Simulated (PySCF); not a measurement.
**How methods differ on the ionisation energy of S**

S [Ne] 3s2 3p4 (3P) → S+ [Ne] 3s2 3p3 (4S), as a difference of total energies. All numbers are calculated (PySCF 2.14, the spin-free X2C one-electron Hamiltonian (Gaussian nucleus), in x2c-QZVPPall with one added diffuse shell each of s, p, d, f type (10s7p5d3f1g, 86 functions)). Correlated levels: valence and next inner shell: 1s2 frozen. The calculations carry no spin-orbit coupling.

Question: Order these methods by the ionisation energy they give, lowest first.
A. UHF
B. CCSD (valence and next inner shell)
C. SCS-MP2 (valence and next inner shell)
D. CCSD(T) (valence and next inner shell)

Answer: A (9.221 eV), C (10.170 eV), B (10.190 eV), D (10.237 eV).

Errors of the correlated levels include the incompleteness of this basis and the frozen core.

For comparison: 10.336 eV (measured; NIST levels, between the centres of gravity of the two terms).
